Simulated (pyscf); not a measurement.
Four-centre exchange: H₂B–NH₂ + SiH₄ -> H₂B–NH₂ + SiH₄

Gas phase, singlet surface, charge 0. Bonds broken: N2–H5, Si7–H8. Bonds formed: N2–H8, H5–Si7. Single points on ωB97X-D3(BJ)/def2-SVP structures (PySCF, gas phase). Correlated levels are frozen-core, on RHF or UHF. ΔMP2 is the change of the MP2 total energy from the triple- to the quadruple-zeta basis.

Transition state (Å):

```xyz
11

B     -2.4755    -0.9481    -1.0549
N     -1.9298     0.1560    -0.1936
H     -2.8218    -1.9596    -0.5106
H     -2.5226    -0.7615    -2.2390
H     -1.3509    -0.0753     0.6722
H     -2.6480     0.8009     0.1602
Si     0.7224     1.3541     1.0366
H     -1.1637     0.8025    -0.5603
H      1.7079     1.9754     0.0657
H      1.6238     0.4060     1.8030
H      0.5327     2.4773     2.0372
```

One imaginary mode, 748i cm⁻¹; descent along it reached the two sides named.

```csv
bond,change,reactant side (Å),saddle,product side
N2–H5,breaks,1.013,1.067,3.0
Si7–H8,breaks,1.490,2.532,4.8
N2–H8,forms,3.0,1.067,1.013
H5–Si7,forms,4.9,2.544,1.490
```

Electronic energies relative to the separated reactants (kJ/mol):

```csv
level,barrier,reaction energy,reverse barrier
ωB97X-D3(BJ)/def2-TZVP,352.9,0.0,352.9
PBE/def2-TZVP,298.5,0.0,298.5
r²SCAN/def2-TZVP,324.7,0.0,324.7
B3LYP-D3(BJ)/def2-TZVP,331.2,0.0,331.2
PBE0-D3(BJ)/def2-TZVP,319.5,0.0,319.5
M06-2X/def2-TZVP,348.2,0.0,348.2
ωB97M-D3(BJ)/def2-TZVP,347.9,0.0,347.9
HF/def2-TZVP,395.2,0.0,395.2
MP2/def2-QZVPP,358.2,0.0,358.2
CCSD/def2-TZVPP,359.5,0.0,359.5
CCSD(T)/def2-TZVPP,352.1,0.0,352.1
CCSD(T)/def2-TZVPP + ΔMP2(QZVPP),351.1,0.0,351.1
```

With CCSD(T)/def2-TZVPP + ΔMP2(QZVPP) energies and thermal terms (ideal gas, 1 atm, RRHO with modes under 100 cm⁻¹ raised to 100, one conformer, R ln 2 for chiral ones without a mode under 150 cm⁻¹), in kJ/mol:

```tsv
T (K)	ΔH‡	ΔG‡	ΔH	ΔG
298	350.4	378.8	0.0	0.0
600	353.2	406.4	0.0	0.0
900	355.7	432.5	0.0	0.0
1200	358.3	457.7	0.0	0.0
```

The same reactants have a lower exit, to BH₃ + H₂N–SiH₃ (highest point, the separated products, at +116.0 kJ/mol at ωB97M-D3(BJ)/def2-TZVP, against +347.9 kJ/mol here). One saddle was located; it need not be the lowest between these sides. The CCSD(T) − MP2 part came from Ansatz, without density fitting, on the same reference.
